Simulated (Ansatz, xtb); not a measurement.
C3H7O−: 4 structures ranked

4 gas-phase structures of C3H7O−, found in a search over its isomers (lower ones may exist). Each was relaxed with GFN2-xTB:

A. `CC(C)[O-]`, a singlet
B. `C[CH-]CO`, a singlet
C. `C[C-](C)O`, a singlet
D. `CCC[O-]`, a singlet

Task: Estimate their order in r2SCAN-D4/def2-SVPD energy at these geometries, lowest first.

Result: Calculated order at r2SCAN-D4/def2-SVPD: A (0.0), D (3.3), B (32.6), C (38.7) kcal/mol.

Energies above the lowest of each column, in kcal/mol; the last columns are at B3LYP-D3(BJ)/def2-SVPD geometries and were run for some of them only (a dash: not run or not comparable):

| structure | GFN2-xTB | HF/STO-3G | r2SCAN-D4/def2-SVPD | B3LYP-D3(BJ)/def2-SVPD | CCSD(T)/def2-SVPD + ΔMP2/def2-TZVPPD |
| --- | --- | --- | --- | --- | --- |
| A | 0.0 | 0.0 | 0.0 | 0.0 | 0.0 |
| D | 2.2 | 3.8 | 3.3 | 3.2 | 4.5 |
| B | 40.4 | 7.9 | 32.6 | 30.8 | 29.5 |
| C | 39.7 | 6.1 | 38.7 | – | – |

Every level run on A puts it lowest or level with the lowest. Some further structures that were screened fall inside this span and aren't listed. Flexible structures stand in one conformer each, not always the lowest. Frequencies (B3LYP-D3(BJ)/def2-SVPD) were run for A, B, D alone. The ΔMP2 step shifts differences by up to 3.1 kcal/mol, which makes them less sure. ΔMP2 is the change of the MP2 energy from the smaller to the larger basis.

Over these structures GFN2-xTB departs from r2SCAN-D4/def2-SVPD by 2.9 kcal/mol on average once a common shift is removed. A GFN2-xTB relaxation took about 0.11 s and the r2SCAN-D4/def2-SVPD energy about 2.3 s on a shared host (Ansatz 0.2.0, xtb 6.7.1).
